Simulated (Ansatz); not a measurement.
Mulliken charges of ClH$_{4}$PSi, SMILES `P[SiH2]Cl` from PBE/def2-TZVPP in Ansatz (PBE0-D4/def2-TZVP geometry).

```
atom   x (Å)   y (Å)   z (Å)  charge (e)
  P1  -1.490   0.145  -0.280      -0.137
 Si2   0.628  -0.035   0.445       0.338
 Cl3   0.826  -1.850   1.394      -0.222
  H4  -1.259  -0.707  -1.394       0.057
  H5  -1.184   1.326  -1.014       0.049
  H6   0.891   1.039   1.433      -0.044
  H7   1.648   0.013  -0.630      -0.041
```

Question: By hand: the dipole of these point charges (1 e Å = 4.8032 D).

Answer: Σ q r = (-0.004, 0.357, -0.287) e Å, of length 0.458 e Å = 2.20 D.

Question: How does the dipole of the full density compare? (Best estimate.)

Answer: Computed: (0.014, 0.220, -0.220) e Å, 1.50 D; the point charges give 1.47 times that, at 7° from its direction.

Point charges leave out the atoms' own dipoles, such as those of lone pairs, and Mulliken's split depends on the basis, so the two needn't agree.
